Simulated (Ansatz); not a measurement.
C3H5FO2 can be A, `OC1(O)CC1F`, or B, `CC1(F)OCO1`.

Calculated with Ansatz (gas phase, PBE0-D4/def2-TZVP geometries, no zero-point term in ΔE). CCSD(T)/CBS is the MP2 limit (def2-TZVPP, def2-QZVPP) plus CCSD(T) − MP2 in def2-TZVPP, frozen cores. Functionals use def2-TZVPP. B3LYP here is the variant with VWN-RPA as its local correlation; programs differ in this. Each species was taken in one conformer, which may not be the lowest.

A:

Z-matrix (Å, degrees):
```
C
O 1 1.381
C 1 1.498 2 120.0
O 1 1.375 2 115.6 3 145.3
C 1 1.484 2 114.9 3 -69.1
H 2 0.964 1 107.9 3 -78.5
H 3 1.083 1 115.8 2 150.4
H 3 1.082 1 119.1 2 3.2
H 4 0.964 1 108.3 2 72.8
F 5 1.359 1 118.1 2 -140.3
H 5 1.084 1 119.1 2 2.4
```

B:

Z-matrix (Å, degrees):
```
C
F 1 1.362
O 1 1.401 2 110.4
O 1 1.401 2 110.4 3 -102.1
C 1 1.495 2 108.9 3 128.9
C 1 1.944 2 119.1 3 -51.0
H 5 1.089 1 109.8 2 180.0
H 5 1.090 1 109.3 2 59.7
H 5 1.090 1 109.3 2 -59.7
H 6 1.094 1 125.1 2 180.0
H 6 1.095 1 123.1 2 -0.0
```

(1) Which isomer does CCSD(T)/CBS put lower? Give the gap. (Estimate.)

(2) Give E(B) − E(A) in kcal/mol with CCSD(T)/def2-TZVPP, MP2/def2-TZVPP, B3LYP, B3LYP-D4, CCSD/def2-TZVPP, PBE-D4, B2PLYP. (An estimate is asked.)

Largest T1 diagnostic: 0.012.

Answers

(1) Computed: B, by 12.3 kcal/mol.

(2) Computed: CCSD(T)/def2-TZVPP -13.5, MP2/def2-TZVPP -11.9, B3LYP -12.0, B3LYP-D4 -11.9, CCSD/def2-TZVPP -13.4, PBE-D4 -10.9, B2PLYP -12.6. None reverses the order clearly.

In def2-TZVPP, CCSD(T) changes the Hartree–Fock value by +3.3 kcal/mol (the triples alone add −0.1 kcal/mol) and MP2 by +4.9 kcal/mol.
